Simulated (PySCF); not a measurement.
O₂ was optimised in PySCF in the def2-SVP basis family (density fitting, no spin–orbit coupling) with several functionals.

One of them gave a triplet of D∞h symmetry with a mean bond of 1.188 Å to O, wavenumbers 1775 cm⁻¹.

Task: Which level of theory was it?
A. PBE
B. PBE0
C. B3LYP

Result: B. That is PBE0, with O–O 1.188 Å. The others give PBE 1.214 Å and 1611 cm⁻¹ for the highest mode; B3LYP 1.200 Å and 1698 cm⁻¹ for the highest mode.

Each species is the lowest minimum found with this bonding; other isomers or fragments can lie lower.
